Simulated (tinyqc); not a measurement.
RHF in the sto-6g basis, for H2O, spin multiplicity 1, step by step. One step of it, computed by the program tinyqc.

Problem. Iteration 11 (converged): orbitals. Diagonalise F' = X^T F X, C = X C', fill 5 alpha and 5 beta electrons from the bottom; D = 2 C_occ C_occ^T. Each column has its largest component positive (the first on a tie).

converged F (hartree), lower triangle:
```
             1O 1s      1O 2s     1O 2px     1O 2py     1O 2pz      2H 1s      3H 1s
1O 1s   -20.552538
1O 2s    -4.967798  -2.292586
1O 2px    0.000000   0.000000  -0.401076
1O 2py   -0.000041  -0.000314   0.000000  -0.189205
1O 2pz   -0.020580  -0.039600   0.000000  -0.000467  -0.217108
2H 1s    -0.600408  -0.605492   0.000000  -0.298929  -0.300969  -0.306911
3H 1s    -0.596514  -0.602562   0.000000   0.298087  -0.300231  -0.183188  -0.305191
```

X, lower triangle:
```
            1O 1s      1O 2s    1O 2px     1O 2py     1O 2pz      2H 1s     3H 1s
1O 1s    1.021857
1O 2s   -0.127755   1.097572
1O 2px   0.000000   0.000000  1.000000
1O 2py  -0.000023   0.000265  0.000000   1.039009
1O 2pz  -0.004969   0.046955  0.000000   0.000146   1.028741
2H 1s    0.014190  -0.162717  0.000000  -0.124017  -0.099927   1.077200
3H 1s    0.014127  -0.161687  0.000000   0.123479  -0.099396  -0.053528  1.076492
```

Give: F' = X^T F X; orbital energies; coefficients C; D after iteration 11.

Solution.

F' = X^T F X (hartree), lower triangle:
```
          1        2        3        4        5        6        7
1  -20.2314
2   -2.4906  -1.3444
3    0.0000   0.0000  -0.4011
4   -0.0001   0.0002   0.0000  -0.0545
5   -0.0406   0.0856   0.0000  -0.0001  -0.1129
6   -0.0604  -0.3025   0.0000  -0.3186  -0.2764  -0.0544
7   -0.0596  -0.3008   0.0000   0.3178  -0.2756  -0.0588  -0.0547
```

orbital energies (hartree): MO1 -20.5553, MO2 -1.1839, MO3 -0.4761, MO4 -0.4349, MO5 -0.4011, MO6 0.3720, MO7 0.4259

coefficients C:
```
            MO1      MO2      MO3      MO4     MO5      MO6      MO7
1O 1s    0.9970  -0.2341   0.0009   0.0755  0.0000  -0.0800  -0.0015
1O 2s    0.0131   0.9374  -0.0049  -0.4072  0.0000   0.4806   0.0092
1O 2px   0.0000   0.0000   0.0000   0.0000  1.0000   0.0000   0.0000
1O 2py   0.0000   0.0003   0.6386  -0.0059  0.0000  -0.0135   0.8380
1O 2pz   0.0018   0.0518   0.0066   0.6990  0.0000   0.7674   0.0128
2H 1s   -0.0021   0.1170   0.4594   0.3779  0.0000  -0.6221  -0.6787
3H 1s   -0.0020   0.1163  -0.4528   0.3867  0.0000  -0.6430   0.6570
```

D after iteration 11, lower triangle:
```
          1O 1s    1O 2s  1O 2px   1O 2py  1O 2pz    2H 1s   3H 1s
1O 1s    2.1091
1O 2s   -0.4742   2.0895
1O 2px   0.0000   0.0000  2.0000
1O 2py   0.0001  -0.0008  0.0000   0.8156
1O 2pz   0.0848  -0.4722  0.0000   0.0001  0.9828
2H 1s   -0.0009  -0.0931  0.0000   0.5824  0.5465   0.7352
3H 1s   -0.0009  -0.0926  0.0000  -0.5828  0.5468  -0.0966  0.7363
```
